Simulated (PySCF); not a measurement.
How the method changes the constants of OH

State: ²Π (doublet), unpaired electrons π ↑. Set-up: PySCF, no relativity, basis sets H def2-TZVPPD, O def2-TZVPPD. De refers to H + O in their high-spin ground configurations, without counterpoise correction. The functionals are run spin-unrestricted. A positive dipole means H(−)O(+).

| Level | Re (Å) | ωe (cm⁻¹) | De (eV) | μ (D) | CPU s a point (SCF and correlation, without the integrals) |
| --- | --- | --- | --- | --- | --- |
| UHF | 0.951 | 4044 | 2.97 | -1.74 | 0.14 |
| UHF-MP2 | 0.968 | 3807 | 4.53 | n/a | 0.22 |
| UHF-SCS-MP2 | 0.968 | 3796 | 4.57 | n/a | n/a |
| UHF-CCSD | 0.969 | 3769 | 4.46 | n/a | n/a |
| UHF-CCSD(T) | 0.972 | 3731 | 4.52 | n/a | 2.3 |
| PBE | 0.984 | 3605 | 4.77 | -1.60 | 0.26 |
| TPSS | 0.982 | 3611 | 4.63 | -1.61 | 0.41 |
| r²SCAN | 0.973 | 3717 | 4.71 | -1.64 | 0.38 |
| M06-L | 0.969 | 3751 | 4.51 | -1.61 | 0.38 |
| TPSSh | 0.977 | 3677 | 4.58 | -1.63 | 0.48 |
| PBE0 | 0.971 | 3770 | 4.58 | -1.65 | 0.47 |
| HSE06 | 0.971 | 3766 | 4.57 | -1.65 | 0.51 |
| MN15 | 0.975 | 3778 | 4.66 | -1.69 | 0.46 |
| M06-2X | 0.971 | 3778 | 4.63 | -1.68 | 0.47 |

The bond length runs from 0.951 Å (UHF) to 0.984 Å (PBE). De spans 2.97 eV (UHF, mean field) to 4.77 eV (PBE, GGA). Correlation at CCSD(T) changes the Hartree–Fock bond energy by +1.55 eV; the triples alone change it by +0.06 eV.

Correlated steps freeze 1 core orbital. The state was picked by a PBE0 search and need not be the measured ground state.

The whole job (state search and all levels along the bond) took about 1.2 min on 1 thread of AMD EPYC 9R45 96-Core (shared host), peak memory 0.95 GiB.
